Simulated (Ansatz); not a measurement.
The cluster P₂S₂⁻. Charge -1, multiplicity 2. Geometry PBE0-D4/def2-TZVPD, basis def2-TZVPD, Ansatz.

```xyz
4

P    -1.357    0.642    0.193
P     1.357   -0.643   -0.193
S    -0.067   -0.560    1.392
S     0.067    0.560   -1.392
```

| run | HOMO (eV) | LUMO (eV) |
| --- | --- | --- |
| A | 0.62 | 2.70 |
| B | 1.06 | 2.42 |
| C | 0.48 | 2.81 |
| D | 1.62 | 1.92 |
| E | 1.44 | 2.13 |

Another isomer (doublet) lies 0.93 eV lower at PBE0-D4/def2-TZVPD; other spin states weren't run for this one.

HOMO and LUMO are taken over both spins.

Problem. The runs used PBE, PBE0, r2SCAN, r2SCAN0, r2SCANh. Estimate which is which.

Solution. A PBE0 (25 % exact exchange); B r2SCANh (10 % exact exchange); C r2SCAN0 (25 % exact exchange); D PBE (0 % exact exchange); E r2SCAN (0 % exact exchange). Exact exchange lowers occupied and raises empty levels; among semilocal functionals meta-GGAs tend to open the gap a little, and such runs are hard to tell apart. The gap grows from 0.31 eV (PBE) to 2.33 eV (r2SCAN0). At PBE0-D4/def2-TZVPD, r2SCANh-D4/def2-TZVPD, r2SCAN0-D4/def2-TZVPD, PBE-D4/def2-TZVPD and others the highest occupied level of the charge -1 doublet lies above zero (up to 1.62 eV). The electron is either unbound and held by the finite basis, or the level is raised by self-interaction error.
